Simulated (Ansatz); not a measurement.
Q: Name a neutral molecule of S and H with HOMO energy (ωB97M-V/def2-TZVPP) between -9.95 and -9.65 eV and size of the dipole moment (ωB97M-V/def2-TZVPP) between 1.05 and 1.35 D (Ansatz, PBE0-D4/def2-TZVP geometry).

A: `SS` (-9.70 eV, 1.18 D). Other molecules can fit too; these were computed, each in one conformer that needn't be the lowest.
